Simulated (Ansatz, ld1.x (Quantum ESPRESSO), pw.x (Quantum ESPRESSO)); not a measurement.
# pw.x on fcc C: one setting changed

Potential: ultrasoft, ld1.x (Quantum ESPRESSO) 7.5, PBEsol; core [He], reference 2s1.5 2p2.5; waves: 2s (bound): rcut 1.20, rcutus 1.35 bohr; 2s channel at -0.5 Ry: rcut 1.20, rcutus 1.35 bohr; 2p (bound): rcut 1.55, rcutus 2.00 bohr; 2p channel at 3.05 Ry: rcut 1.55, rcutus 2.00 bohr; local part: all-electron potential smoothed inside 1.45 bohr (lloc = -1); core correction: none; augmentation: PSQ, inside the norm-conserving radii.

The reference run (k-mesh 18³, cutoffs 40/320 Ry, Fermi–Dirac 0.01 Ry, mixing_beta 0.4, conv_thr 1e-9, no spin) gives -2.77 GPa at 7.154 Å³/atom, where all-electron LAPW gives -3.62 GPa. This run, with its own iteration cap, changes k-mesh points per axis to 3.

```
&control
  calculation='scf', prefix='x', pseudo_dir='./', outdir='./tmp', tstress=.true., disk_io='none'
/
&system
  ibrav=0, nat=1, ntyp=1, ecutwfc=40, ecutrho=320, nbnd=9,
  occupations='smearing', smearing='fd', degauss=0.01
/
&electrons
  conv_thr=1e-09, mixing_beta=0.4, electron_maxstep=50
/
ATOMIC_SPECIES
C 1.0 C.UPF
CELL_PARAMETERS angstrom
  0.00000000 1.52934798 1.52934798
  1.52934798 0.00000000 1.52934798
  1.52934798 1.52934798 0.00000000
ATOMIC_POSITIONS crystal
C 0.0000 0.0000 0.0000
K_POINTS automatic
3 3 3 0 0 0
```

```bash
pw.x < C.scf.in > C.scf.out
```

Task: How does the run end?

Result: It converges in 7 iterations; the free energy moves by -211.8 meV/atom and the pressure by -17.47 GPa.

```
Message from routine setup:
     using ibrav=0 with symmetry is DISCOURAGED, use correct ibrav instead
     lattice parameter (alat)  =       4.0871  a.u.
     unit-cell volume          =      48.2776 (a.u.)^3
     number of electrons       =         4.00
     number of Kohn-Sham states=            9
     kinetic-energy cutoff     =      40.0000  Ry
     charge density cutoff     =     320.0000  Ry
     scf convergence threshold =      1.0E-09
     Exchange-correlation= PBESOL
     number of k points=     4  Fermi-Dirac smearing, width (Ry)=  0.0100
     iteration #  1     ecut=    40.00 Ry     beta= 0.40
     total energy              =     -11.06633335 Ry
     estimated scf accuracy    <       0.00298984 Ry
     iteration #  2     ecut=    40.00 Ry     beta= 0.40
     total energy              =     -11.06624990 Ry
     estimated scf accuracy    <       0.00078936 Ry
     iteration #  3     ecut=    40.00 Ry     beta= 0.40
     total energy              =     -11.06646406 Ry
     estimated scf accuracy    <       0.00001017 Ry
     iteration #  4     ecut=    40.00 Ry     beta= 0.40
     c_bands:  1 eigenvalues not converged
     total energy              =     -11.06677224 Ry
     estimated scf accuracy    <       0.00000064 Ry
     iteration #  5     ecut=    40.00 Ry     beta= 0.40
     total energy              =     -11.06678064 Ry
     estimated scf accuracy    <       0.00000027 Ry
     iteration #  6     ecut=    40.00 Ry     beta= 0.40
     total energy              =     -11.06678154 Ry
     estimated scf accuracy    <       0.00000003 Ry
     iteration #  7     ecut=    40.00 Ry     beta= 0.40
     the Fermi energy is     8.5167 ev
!    total energy              =     -11.06678195 Ry
     estimated scf accuracy    <          2.9E-10 Ry
     smearing contrib. (-TS)   =      -0.00441777 Ry
     The total energy is F=E-TS. E is the sum of the following terms:
     one-electron contribution =       4.44254267 Ry
     hartree contribution      =       0.34995972 Ry
     xc contribution           =      -3.16342129 Ry
     ewald contribution        =     -12.69144528 Ry
     convergence has been achieved in   7 iterations
          total   stress  (Ry/bohr**3)                   (kbar)     P=     -202.44
     Message from routine punch:
     Nothing written, as per user request (disk_io='none')
```

The run took about 0.4 s on one core of a shared host (Neoverse-V2, 96 threads, 742 GiB, load 53).
